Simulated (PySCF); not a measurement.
## Relaxation of doublet BO2

Computed with UPBE in PySCF with B def2-TZVP, O def2-TZVP; no relativity; density-fitted integrals. A (50,194) grid was used.

A hand-made linear start, of D∞h symmetry, held to at least that symmetry:

```xyz
3
charge 0 multiplicity 2, angstrom
B     0.0000    0.0000    0.0000
O     0.0000    0.0000    1.3500
O     0.0000    0.0000   -1.3500
```

Question: What does it relax to?

Answer: It ends at D∞h with B–O 1.273 Å (×2); O–B–O 180.0°. A frequency run shows a minimum. Other isomers or separated fragments may lie lower.

Question: How much energy is released, and in how many steps?

Answer: 32.3 kJ/mol in 4 steps.

The relaxation took 3.1 s on 4 threads of a shared Arm Neoverse V2 host, with 93 basis functions and 5 gradients; the process peaked at 0.46 GiB.
